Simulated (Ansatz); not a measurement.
## RbTi3: from a trial structure to a relaxed crystal

Computed with Ansatz 0.2.0, DFT PBE, scalar-relativistic, plane waves, PAW. Cutoff 420 eV, Γ-centred k mesh, Gaussian smearing, no spin polarisation in the final step.

RbTi3 was placed on the Cu3Au (L1_2) structure type (Pm-3m, No. 221), with Rb in place of Au, Ti in place of Cu, at a guessed volume.

```
Rb Ti
1.0
     4.35706    0.00000    0.00000
     0.00000    4.35706    0.00000
     0.00000    0.00000    4.35706
Rb Ti
1 3
Direct
  0.00000 0.00000 0.00000
  0.00000 0.50000 0.50000
  0.50000 0.00000 0.50000
  0.50000 0.50000 0.00000
```

Cell and atoms relax at zero pressure; the relaxation can't lower the symmetry of the start.

Formation energies are uncorrected and refer to the elements' standard structures at the same level.

Task: Which crystal results?

Result: It keeps Pm-3m (No. 221). The result has the Cu3Au (L1_2) structure. Conventional cell: a = 4.437 Å. Rb is coordinated by 12 Ti at 3.14 Å; around Ti lie 4 Rb at 3.14 Å and 8 Ti at 3.14 Å.

```xyz
4
Lattice="4.4366 0.0000 0.0000 0.0000 4.4366 0.0000 0.0000 0.0000 4.4366" Properties=species:S:1:pos:R:3 pbc="T T T"
Rb    0.0000    0.0000    0.0000
Ti    0.0000    2.2183    2.2183
Ti    2.2183    0.0000    2.2183
Ti    2.2183    2.2183    0.0000
```

Task: What are its volume, energy, density and gap?

Result: The volume per atom is 21.83 Å³, the density is 4.36 g/cm³ and the energy over the elements is 1.34 eV/atom. The gap on the 10×10×10 mesh is 0 eV (a metal).

The final run used a 10×10×10 mesh on its 4-atom cell and 0.10 eV smearing. The k mesh leaves about 4 meV/atom of noise in metals. Symmetry constrained the relaxation, so the result can be a saddle point. The steps took of the order of 30 core-seconds in all.

Cost: 2 runs of about 0.57 core-minutes in all, on Arm Neoverse V1 (shared hosts).